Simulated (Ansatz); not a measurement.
fcc Au, treated with r²SCAN-D4 (plane waves, PAW; Ansatz, a program for electronic structure).

Numerical settings: plane-wave cutoff 560 eV, 24×24×24 k mesh, Fermi–Dirac smearing 0.05 eV, scalar-relativistic PAW data made under PBE.

Computed points:

| V (Å³/atom) | E − E_lowest (meV/atom) | P (GPa) |
|---|---|---|
| 16.309 | 35.86 | 11.89 |
| 16.656 | 15.12 | 7.36 |
| 17.004 | 3.56 | 3.41 |
| 17.351 | 0.00 | -0.04 |
| 17.698 | 3.42 | -3.05 |
| 18.045 | 12.93 | -5.68 |
| 18.392 | 27.76 | -7.97 |

**Question.** Fit the third-order Birch–Murnaghan equation and give B0 and B′.

**Answer.** V0 = 17.346 Å³/atom, B0 = 161 GPa, B′ = 5.8 (fit to the energies at full precision).

Measured, for comparison: bulk modulus 182 GPa (0 K value with the zero-point phonon effect removed, our sources range from 175 to 182; as tabulated in Mejia-Rodriguez and Trickey (2018), arXiv:1807.09216); equilibrium volume per atom 16.76 Å³/atom (static lattice: zero-point anharmonic expansion removed; as tabulated in Mejia-Rodriguez and Trickey (2018), arXiv:1807.09216). Computed (rounded) less measured: bulk modulus -12 % (-8 % to -12 % over the range), equilibrium volume per atom +3.5 %.

Spin–orbit coupling is not included; it can shift volumes and moduli of such heavy elements.
